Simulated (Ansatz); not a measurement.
Input file:

```yaml
crystal:
  periodic: [false, false, false]
  atoms:
    - {symbol: B, position_ang: [0.000000, -0.182049, 0.918841]}
    - {symbol: C, position_ang: [0.000000, 0.081913, -0.752442]}
    - {symbol: H, position_ang: [0.000000, 0.628459, 1.795111]}
    - {symbol: H, position_ang: [0.000000, 1.075212, -1.205128]}
    - {symbol: H, position_ang: [0.000000, -0.727115, -1.479152]}
basis:
  gaussian: {orbitals: cc-pVDZ}
magnetization: {spin_polarized: false, initial_magnetization: 2}
hamiltonian: {pseudopotentials: {relativity: scalar}}
correlation: {method: bccd_t, electrons: valence, diis_vectors: 2}
scf: {omitted_lower_state_checks: [cluster_reference]}
output: {forces: true}
```

```sh
$ ansatz run in.yaml --threads 1 --pin off --events-out ev --progress --plain --max-ram 2393MiB
```

Log:

```
these checks for a lower state are left out or cut short: cluster_reference
394 factors; integrals over basis functions are off by at most 1.2e-3 eV
mean field evaluation 1: about -1745.6699 eV, gradient 1.4e1 eV
mean field evaluation 2: about -1745.6702 eV, gradient 1.4e1 eV
mean field evaluation 4: about -1746.9035 eV, gradient 1.6e0 eV
mean field evaluation 8: about -1746.9138 eV, gradient 7.8e-4 eV
mean field -1746.91382841 eV, -64.1978990932 hartree, gradient 1.3e-6 eV, S^2 2.000000; 0 other end points of the search recorded, 0 dependent functions left out
2 core orbitals not correlated: weight in the atoms' cores, before any rotation towards them, 1.000 or more for the frozen orbitals, at most 0.000 for the correlated occupied ones
reference -1746.91382841 eV, -64.1978990932 hartree; 6, 4 occupied and 35, 37 virtual orbitals, 394 factors
second order -4.84535408 eV of doubles, -0.06248105 eV of singles
cycle   1  -5.57755402 eV  change   -6.7e-1 eV  update   5.7e-2
cycle   2  -5.79223780 eV  change   -2.1e-1 eV  update   2.1e-2
cycle   3  -5.80812253 eV  change   -1.6e-2 eV  update   8.3e-3
cycle   4  -5.80578036 eV  change    2.3e-3 eV  update   3.5e-3
cycle   5  -5.80518202 eV  change    6.0e-4 eV  update   1.6e-3
cycle   6  -5.80424637 eV  change    9.4e-4 eV  update   6.9e-4
cycle   7  -5.80343193 eV  change    8.1e-4 eV  update   4.0e-4
cycle   8  -5.80325730 eV  change    1.7e-4 eV  update   1.7e-4
cycle   9  -5.80319361 eV  change    6.4e-5 eV  update   8.9e-5
cycle  10  -5.80317010 eV  change    2.4e-5 eV  update   4.4e-5
cycle  11  -5.80316527 eV  change    4.8e-6 eV  update   2.1e-5
cycle  12  -5.80316441 eV  change    8.6e-7 eV  update   1.4e-5
cycle  13  -5.80316405 eV  change    3.6e-7 eV  update   7.7e-6
cycle  14  -5.80316556 eV  change   -1.5e-6 eV  update   4.6e-6
cycle  15  -5.80316649 eV  change   -9.3e-7 eV  update   2.4e-6
cycle  16  -5.80316747 eV  change   -9.7e-7 eV  update   1.3e-6
cycle  17  -5.80316776 eV  change   -3.0e-7 eV  update   6.6e-7
perturbative correction -0.14811858 eV, -0.0054432573 hartree
the calculation of the forces begins
Total energy: -1752.86511474 eV, -64.4166048322 hartree
Relativity: scalar
Atom 0 at     0.000000    -0.182049     0.918841 Å, force    -0.000000    -0.018288    -3.283687 eV/Å
Atom 1 at     0.000000     0.081913    -0.752442 Å, force     0.000000    -0.333113     3.274771 eV/Å
Atom 2 at     0.000000     0.628459     1.795111 Å, force     0.000000     0.374578     0.184457 eV/Å
Atom 3 at     0.000000     1.075212    -1.205128 Å, force     0.000000     0.458349    -0.024116 eV/Å
Atom 4 at     0.000000    -0.727115    -1.479152 Å, force     0.000000    -0.481527    -0.151425 eV/Å
Dipole moment:    -0.000000     0.122848    -0.221532 e Å
Checks for a lower state left out: cluster_reference
```

Forces (eV/Å):
```
B    0.000 -0.018 -3.284
C    0.000 -0.333  3.275
H    0.000  0.375  0.184
H    0.000  0.458 -0.024
H    0.000 -0.482 -0.151
```

Ran on 1 thread of Arm Neoverse V2, shared host: 3.3 s wall, 0.18 GiB peak host memory.
